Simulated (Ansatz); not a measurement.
Basis sets over 8 cases of the harmonic zero-point energy at PBE with Ansatz (elements up to F), each against its own reference: (a) the value in aug-pcseg-2; (b) the value in def2-QZVPP; (c) the value in def2-QZVPPD. By their distance from other large sets or by the extrapolation step the references are unsure by up to roughly 0.02 kcal/mol and lie short of the limit. Each level at its own minimum, unscaled; unrestricted open shells; no added dispersion term; no relativity. Cartesian d functions in some cases of 6-31G*, 6-31G**. 

Cases are drawn at random; left out are references unsure by over 0.067 kcal/mol, runs with very soft modes, doubtful singlets, and cases whose largest runs show a restricted determinant unstable towards unrestricted orbitals, <S^2> over 0.1 too high or, where CCSD(T) ran, T1 over 0.025 (0.045 for open shells). Sets are drawn from those converged to one state in every case.

Cases (SMILES) and reference values:
- O=C (CH2-O): 16.07 kcal/mol (a)
- C (CH4): 27.30 kcal/mol (a)
- OO (H2O2): 16.06 kcal/mol (a)
- N (NH3): 20.95 kcal/mol (a)
- N#C (CH-N): 9.91 kcal/mol (a)
- C(=[N])=O, doublet: 6.07 kcal/mol (b)
- [NH2] (NH2), doublet: 11.60 kcal/mol (c)
- [BH2] (BH2), doublet: 8.80 kcal/mol (c)

```json
[
 {"basis": "6-31G*", "functions over def2-SVP (largest species, mean of cases)": "0.9", "mean signed deviation (kcal/mol)": "0.11", "mean absolute": "0.16", "largest": "0.43", "within 0.2 kcal/mol": "6 of 8"},
 {"basis": "def2-SVP", "functions over def2-SVP (largest species, mean of cases)": "1.0", "mean signed deviation (kcal/mol)": "-0.03", "mean absolute": "0.06", "largest": "0.10", "within 0.2 kcal/mol": "8 of 8"},
 {"basis": "6-31G**", "functions over def2-SVP (largest species, mean of cases)": "1.0", "mean signed deviation (kcal/mol)": "0.09", "mean absolute": "0.12", "largest": "0.32", "within 0.2 kcal/mol": "7 of 8"},
 {"basis": "6-311G**", "functions over def2-SVP (largest species, mean of cases)": "1.3", "mean signed deviation (kcal/mol)": "0.02", "mean absolute": "0.04", "largest": "0.10", "within 0.2 kcal/mol": "8 of 8"},
 {"basis": "6-311+G**", "functions over def2-SVP (largest species, mean of cases)": "1.4", "mean signed deviation (kcal/mol)": "0.01", "mean absolute": "0.03", "largest": "0.06", "within 0.2 kcal/mol": "8 of 8"},
 {"basis": "6-311++G(2d,2p)", "functions over def2-SVP (largest species, mean of cases)": "2.0", "mean signed deviation (kcal/mol)": "0.03", "mean absolute": "0.04", "largest": "0.11", "within 0.2 kcal/mol": "8 of 8"},
 {"basis": "cc-pVTZ", "functions over def2-SVP (largest species, mean of cases)": "2.4", "mean signed deviation (kcal/mol)": "0.01", "mean absolute": "0.01", "largest": "0.05", "within 0.2 kcal/mol": "8 of 8"},
 {"basis": "pcseg-2", "functions over def2-SVP (largest species, mean of cases)": "2.4", "mean signed deviation (kcal/mol)": "0.01", "mean absolute": "0.02", "largest": "0.05", "within 0.2 kcal/mol": "8 of 8"},
 {"basis": "def2-TZVPD", "functions over def2-SVP (largest species, mean of cases)": "2.4", "mean signed deviation (kcal/mol)": "-0.01", "mean absolute": "0.02", "largest": "0.05", "within 0.2 kcal/mol": "8 of 8"},
 {"basis": "6-311++G(3df,3pd)", "functions over def2-SVP (largest species, mean of cases)": "3.1", "mean signed deviation (kcal/mol)": "0.02", "mean absolute": "0.02", "largest": "0.07", "within 0.2 kcal/mol": "8 of 8"}
]
```

Among the sets for which every case ran a larger relative (same family, alike in diffuse functions, listed or not), the smallest listed that holds all cases within 0.2 kcal/mol together with them is def2-SVP, at 1.0 times the functions of def2-SVP. Inside, though some case ran no larger relative to test it: 6-311G**, cc-pVTZ, pcseg-2, def2-TZVPD, 6-311++G(3df,3pd). Largest deviations of relatives not listed, over the cases that ran them: def2-TZVP 0.06, def2-TZVPP 0.04, def2-TZVPPD 0.03, pcseg-3 0.00, def2-QZVPPD 0.00, cc-pVQZ 0.02, def2-QZVPP 0.00, def2-QZVP 0.00 kcal/mol. A case lies within its reference's uncertainty of the window's edge in 6-31G*, 6-31G**. These figures hold for the cases listed.

Ansatz is a program for electronic structure.
